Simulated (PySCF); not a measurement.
Isobutyronitrile, C4H7N.
Cartesian coordinates in Å at the PBE0-D3(BJ)/def2-TZVP level; atoms count from 1:
```
atom  x, y, z in Å
C1     0.217   -0.837    1.046
C2     0.419    0.161   -0.093
C3    -0.609   -0.021   -1.207
C4     0.381    1.528    0.419
N5     0.341    2.601    0.831
H6     0.308   -1.855    0.660
H7    -0.777   -0.723    1.483
H8     0.956   -0.697    1.835
H9     1.422    0.019   -0.512
H10   -1.621    0.117   -0.822
H11   -0.451    0.694   -2.016
H12   -0.530   -1.030   -1.616
```

Method: PySCF, TDDFT CAM-B3LYP/aug-cc-pVTZ, vertical, gas phase, core orbitals frozen in the response. Isolated species at its PBE0-D3(BJ)/def2-TZVP geometry, gas phase.

Ground-to-excited transition dipoles (e·a0, same axes as the geometry; the sign carries no meaning), for the states with f of 0.002 or more among the lowest 8:

```
state  E (eV)      μx      μy      μz
   S2   7.990   0.000   0.104   0.046
   S3   8.008   0.090  -0.083   0.224
   S4   8.358   0.235   0.269   0.012
   S5   8.473   0.122  -0.126   0.347
   S6   9.058   0.491  -0.057  -0.204
   S7   9.118  -0.055   0.051  -0.135
   S8   9.155  -0.160  -0.100   0.018
```

Task: Work out the oscillator strengths.

Result: f = (2/3) ΔE |μ|² with ΔE in hartree (27.2114 eV).

| state | \|μ\|² (au) | \|μ\| (D) | f |
| --- | --- | --- | --- |
| S2 | 0.013 | 0.29 | 0.003 |
| S3 | 0.065 | 0.65 | 0.013 |
| S4 | 0.128 | 0.91 | 0.026 |
| S5 | 0.151 | 0.99 | 0.031 |
| S6 | 0.286 | 1.36 | 0.064 |
| S7 | 0.024 | 0.39 | 0.005 |
| S8 | 0.036 | 0.48 | 0.008 |

Task: The point group is Cs. Which irreducible representation does each state belong to?

Result: From a totally symmetric ground state, an allowed state transforms like the component of the dipole operator along its μ. Polarised normal to the mirror plane, so A″: S3, S5 and S7. Polarised in the mirror plane, so A′: S2, S4, S6 and S8.

Task: What angle do the transition dipoles of S3 and S4 make?

Result: |cos θ| = |μa·μb| / (|μa| |μb|) = 0.02, so θ ≈ 89° (taken between 0 and 90°, since the signs are arbitrary).

Task: How is the summed strength of these states shared among x, y and z?

Result: (2/3) Σ ΔE μα² gives 0.076 for x, 0.025 for y and 0.049 for z, 0.150 in all.

Task: What peak molar absorption coefficient would the strongest computed level give as a lone Gaussian band 0.3 eV wide at half height?

Result: ε(max) = 2.175×10⁸ f / FWHM, with the width in cm⁻¹. S6: 2.175×10⁸ × 0.0635 / 2420 ≈ 5700 L mol⁻¹ cm⁻¹.
